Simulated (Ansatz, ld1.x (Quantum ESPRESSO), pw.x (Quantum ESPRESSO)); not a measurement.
# Nb: one change to the RRKJ potential, in the atom and in the fcc crystal

niobium (Nb), norm-conserving RRKJ (Kleinman–Bylander form), made with ld1.x (Quantum ESPRESSO) 7.5 (PBEsol, scalar-relativistic). Core [Kr], reference 4d4 5s1 5p0. Waves: 5p (bound, empty): rc 3.95 bohr; 4d (bound): rc 2.55 bohr; 5s (bound): rc 2.45 bohr. Local part: the s channel. Core correction: none.

Change: wave 5s (bound): rc 2.45 bohr becomes 5s (bound): rc 3.20 bohr.

Cutoffs, loose and tight: the cutoffs (Ry, on a coarse ladder) from which the occupation-weighted sum of valence levels, in a spherical-Bessel basis at the reference potential, stays within 10 and 1 mRy of its value at 400 Ry. They do not see the model core or the augmentation charge, which bear on the density cutoff. Test errors are all-electron minus pseudo excitation energies from the reference, over the configurations 4d4 5s0 5p0; 4d3 5s0 5p0; 4d2 5s0 5p0; 4d3 5s1 5p0; 4d4 5s0 5p1; 4d3 5s1 5p1; 4d4 5s0.5 5p0; variants that change the core or the reference have their own tests.

Crystal test: fcc Nb in pw.x 7.5, no spin, 14³ k-points, Fermi–Dirac smearing 0.01 Ry, cutoffs set for each file from its atomic test. The reference is all-electron LAPW (Ansatz 0.2.0) with the same functional, mesh and smearing; V0 and B0 come from Birch–Murnaghan fits to the pressures at five volumes. Errors are pseudo minus all-electron; Δ is the rms difference of the E(V) curves that follow from these fits, minima aligned, over ±6 % about the mean V0. Mesh and smearing are coarse, so the numbers serve the comparison and aren't converged zero-temperature values; the lattice is a test structure that the element need not adopt.

All-electron: a0 = 4.172 Å (V0 = 18.15 Å³/atom), B0 = 173.4 GPa.

Q: Does the change bring the crystal closer to the all-electron result?

A: The mean pressure error goes from +8.32 to +9.53 GPa, so the change moves the solid further from the all-electron pressures.

```
                       quantity       base    changed
                 outcome (atom)  generated  generated
           cutoff, loose (atom)      25 Ry      21 Ry
           cutoff, tight (atom)      30 Ry      30 Ry
            bound ghosts (atom)       none       none
largest test error (meV) (atom)        -86        -90
           cutoffs in pw.x (Ry)     40/160     40/160
                         a0 (Å)      4.237          –
                   a0 error (%)      +1.56          –
                   B0 error (%)       -5.9          –
                   Δ (meV/atom)       31.7          –
      mean pressure error (GPa)      +8.32      +9.53
```

A dash: not determined, or the minimum lies outside the volumes sampled.

Base: The largest radius (3.95 bohr) exceeds half the bond length (2.79 bohr), so the spheres overlap, which is one possible source of error among others. This is a poor potential for the solid. Changed file: The largest radius (3.95 bohr) exceeds half the bond length (2.79 bohr), so the spheres overlap, which is one possible source of error among others. This is a poor potential for the solid. The atomic cutoffs weigh occupied waves only.
